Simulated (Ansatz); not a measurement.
`F/C=C(\F)Cl` + H₂O → `O/C=C(/F)Cl` + H–F  (formal hydrolysis of a C–F bond)

Calculated with Ansatz (gas phase, PBE0-D4/def2-TZVP geometries, no zero-point term in ΔE). CCSD(T)/CBS adds triple-zeta CCSD(T) − MP2 to the extrapolated MP2 energy (def2 sets, frozen cores). This one scheme is used for every species. Double bonds are as drawn, so ΔE can hold a change between cis and trans. One conformer a species, not always the lowest.

```csv
species,CCSD(T)/CBS(def2) energy (Eh)
`F/C=C(\F)Cl`,-736.00915
H₂O,-76.37941
`O/C=C(/F)Cl`,-712.00367
H–F,-100.39570
```

Q: Work out ΔE.

A: ΔE = (-712.00367) + (-100.39570) − (-736.00915) − (-76.37941) = -0.01081 Eh = -0.29 eV.

Largest T1 diagnostic among the species: 0.012.

In def2-TZVPP, CCSD(T) changes the Hartree–Fock value by −0.10 eV (the triples alone add −0.02 eV) and MP2 by −0.16 eV. Leaving LDA and LC-ωPBE aside and taking each functional with its dispersion term where it has one, the values, not all of them listed here, spread over 0.09 eV, from PBE-QIDH to B97M-V. LDA lies −0.08 eV from PBE without D4.
